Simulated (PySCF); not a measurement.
Working out the ionisation energy of B

B [He] 2s2 2p1 (2P) → B⁺ [He] 2s2 (1S). Calculation: PySCF 2.14, in aug-cc-pwCVQZ; no relativity, point nucleus. Frozen: nothing. Energies in hartree (1 hartree = 27.21139 eV):

| part | B (lower) | B⁺ (upper) |
| --- | --- | --- |
| UHF | -24.533001 | -24.237477 |
| MP2 opposite-spin | -0.088058 | -0.081813 |
| MP2 same-spin | -0.006069 | -0.001978 |

What does Hartree-Fock give?

(-24.237477) − (-24.533001) = 0.295524 hartree = 8.042 eV.

What do MP2 and SCS-MP2 (6/5 opposite-spin, 1/3 same-spin) give?

The opposite-spin parts differ by 0.170 eV and the same-spin parts by 0.111 eV. MP2: 8.042 + (0.170) + (0.111) = 8.323 eV. SCS-MP2: 8.042 + 1.2 × (0.170) + (0.111)/3 = 8.283 eV.

Measured between the centres of the two terms (NIST): 8.297 eV, so MP2 (valence and next inner shell) is off by 0.026 eV.

What remains against the reference includes basis incompleteness and correlation beyond second order.
